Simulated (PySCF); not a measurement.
TT, C₆H₄S₂.
Geometry (PBE0-D3(BJ)/def2-SVP, Å), atoms numbered from 1 in this order:
```
atom  x, y, z in Å
C1    -2.229    0.065    0.381
C2    -1.493   -1.013   -0.031
C3    -0.119   -0.667   -0.159
S4     1.323   -1.501   -0.619
C5     2.270   -0.070   -0.382
C6     1.534    1.008    0.030
C7     0.160    0.662    0.158
S8    -1.282    1.495    0.618
H9    -3.302    0.100    0.565
H10   -1.919   -1.997   -0.230
H11    3.343   -0.106   -0.566
H12    1.960    1.991    0.229
```

Theory: core-valence-separated Tamm–Dancoff BHandHLYP/aug-pcX-1 (pcseg-1 on H, def2-SVPD on S) in PySCF, non-relativistic, gas phase, PBE0-D3(BJ)/def2-SVP geometry. Absolute energies from this functional tend to lie a few eV below measured edges; no shift was applied.

The lowest roots of each edge with f over 0.003 (five at most, numbered afresh; weaker and dark ones are left out), with transition dipoles (au) in the frame of the coordinates:

```json
{"root": "1", "edge": "C", "E (eV)": "283.46", "f": "0.0091", "μx": "0.0056", "μy": "-0.0093", "μz": "0.0344"}
{"root": "2", "edge": "C", "E (eV)": "283.46", "f": "0.0829", "μx": "-0.0169", "μy": "0.0284", "μz": "-0.1041"}
{"root": "3", "edge": "C", "E (eV)": "283.49", "f": "0.1298", "μx": "-0.0211", "μy": "0.0355", "μz": "-0.1303"}
{"root": "4", "edge": "C", "E (eV)": "284.12", "f": "0.1160", "μx": "0.0199", "μy": "-0.0335", "μz": "0.1231"}
{"root": "5", "edge": "C", "E (eV)": "285.91", "f": "0.0666", "μx": "-0.0803", "μy": "0.0487", "μz": "0.0262"}
```

Q: What is the unit vector of the normal of the molecular plane, and which share of each root's |μ|² lies along it?

A: (0.15, -0.26, 0.95), up to sign.

```csv
root,core hole on,share along it,final orbital under reflection in the plane
1,C1/C5,1.00,odd
2,C1/C5,1.00,odd
3,C2/C6,1.00,odd
4,C3/C7,1.00,odd
5,C3/C7,0.00,even
```

The 1s orbitals of atoms in the plane are even under the reflection, so light polarised along the normal reaches odd orbitals alone (the out-of-plane π set) and light polarised in the plane even ones.

Q: For fixed molecules, how does the intensity of root 2 change when the electric field is turned 60° away from the normal of the molecular plane?

A: Intensity goes as (E·μ)², and μ lies along that direction, so it falls to cos²60° = 0.25 of its maximum; it vanishes at 90°.

Q: Molecules are fixed in this frame and the field points along (1, 1, 0)/√2. What effective strengths 3 f cos²θ do the roots have (θ between field and μ)?

A: root 1 (C1/C5): 0.000, root 2 (C1/C5): 0.001, root 3 (C2/C6): 0.002, root 4 (C3/C7): 0.002, root 5 (C3/C7): 0.011. Root 5 is the strongest. Averaged over all orientations cos²θ is 1/3, which gives f back. For degenerate partners only the sum has meaning, as the program may mix them freely.

Hardware: one thread, Arm Neoverse V1 (aarch64), on a shared host. Cost: 26 s of wall time, 1.1 GiB resident at most.
